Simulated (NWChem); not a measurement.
System: Li₂; SMILES [Li][Li]

```xyz
2

Li     0.0000     0.0000    -1.3936
Li     0.0000     0.0000     1.3936
```
Atoms are numbered in this order, from 1.

Geometry: optimised at PBE0/def2-SVP.

### Question
List the 4 lowest vertical singlet excitations from PBE0/def2-TZVP, TDA (NWChem).

### Answer
| state | energy (eV) | oscillator strength | leading excitation (squared amplitude) |
|---|---|---|---|
| S1 | 2.20 | 0.706 | HOMO → LUMO (0.98) |
| S2 | 3.10 | 0.000 | HOMO → LUMO+3 (0.96) |
| S3 | 3.15 | 0.771 | HOMO → LUMO+1 (1.00) |
| S4 | 3.15 | 0.771 | HOMO → LUMO+2 (1.00) |
